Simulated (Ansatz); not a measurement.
System: PdS (P4₂/m, No. 84). Method: LDA (Ansatz, a quantum-chemistry and plane-wave program, PAW).

Numerical settings: plane-wave cutoff 520 eV, 10×10×8 k mesh (along the axes of the cell as run), Fermi–Dirac smearing 0.05 eV, scalar-relativistic PAW data made under PBE.

Response to compression and expansion:

Shape and atoms are relaxed at each volume.

```tsv
V (Å³/atom)	P (GPa)	direct gap at Γ (eV)	smallest gap on the k mesh (eV)	c (Å)
15.801	6.60	0.254	0.068	6.459
16.130	3.10	0.232	0.056	6.495
16.459	0.00	0.212	0.046	6.531
16.789	-2.74	0.193	0.036	6.567
17.118	-5.17	0.172	0.027	6.604
```

The fundamental gap (0.05 eV at the equilibrium volume, on the SCF mesh) lies elsewhere than Γ–Γ.

Spin–orbit coupling is not included; it can close a gap this small.
